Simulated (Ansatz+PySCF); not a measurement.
A calculation with PySCF 2.14.0.

```python
from pyscf import gto, scf, mp

mol = gto.M(atom="""
H 0.000000 0.000000 -1.035230
F 0.000000 0.000000 0.115030
""", basis='6-31g', charge=0, spin=0)
mf = scf.UHF(mol)
mf.kernel()
pt = mp.MP2(mf, frozen=1).run()
print(mf.e_tot, pt.e_corr, pt.e_tot)
```

The script is written out from the run's settings.

Results

```json
{"Converged": "yes", "Reference energy": "-99.94756 hartree", "Correlation energy": "-0.13973 hartree", "Total energy": "-100.08729 hartree"}
```

Caution: bonds are stretched, where a single reference can fail.
